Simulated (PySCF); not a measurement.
Calculation: PBE-D3(BJ)/def2-TZVP // TPSSh-D3(BJ)/def2-TZVP (PySCF 2.14.0). All species are isolated molecules in the gas phase. 

Reference species (SMILES): `[Cl][Al]([Cl])[Cl]` (neutral, multiplicity 1).

HOMO–LUMO gap: 5.79 eV
dipole moment: 0.00 D

Changed species: `[Cl][AlH][Cl]` (whole molecule; the reference has whole molecule).

**Question.** Predict the effect on the HOMO–LUMO gap and dipole moment.

**Answer.** the HOMO–LUMO gap falls by 0.06 eV, to 5.73 eV; the dipole moment goes up by 0.95 D, to 0.95 D.
